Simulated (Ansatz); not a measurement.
1T (CdI2-type) CdI2

Method: LDA (plane waves, PAW; Ansatz, an electronic-structure program).

Cell: relaxed at this level.

For 1T (CdI2-type) CdI2, the interlayer binding energy is 8.0 meV/Å², the layer repeat distance is 6.661 Å and the gap between the layers is 3.278 Å.

Spin–orbit coupling is not included.

Computed values are for the static lattice.

Cost on a shared machine: around 100 core-seconds (rough).
